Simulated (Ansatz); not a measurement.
For cubic Cu3N, LDA in Ansatz (plane waves, PAW) gives:

```
Property                   Value
------------------  ------------
lattice constant a       3.720 Å
bulk modulus B0          146 GPa
cohesive energy     4.67 eV/atom
```

**Question.** What does PBE (PAW; Ansatz, a program for electronic structure) give for the same quantities?

**Answer.** 
- lattice constant a: 3.828 Å (increases by 2.9 %)
- bulk modulus: 116 GPa (falls by 21 %)
- cohesive energy: 3.66 eV/atom (decreases by 1.01 eV/atom)

For comparison: lattice constant a 3.807 Å (measured, temperature not stated, copied from a table, unchecked, not corrected to a static lattice; as tabulated in Zeitschrift fuer Anorganische und Allgemeine Chemie 239, 282 (1938)).

Changes are worked out from the printed values.

Unless a cell is named, each level is at its own relaxed cell (LDA 12.87, PBE 14.02 Å³/atom).

Caveats: the bulk modulus is −V dP/dV from two relaxed cells at ±2 % in volume (LDA, PBE). Ansatz's density-functional and Hartree–Fock values are scalar-relativistic unless marked +SOC, with PAW data made under PBE.
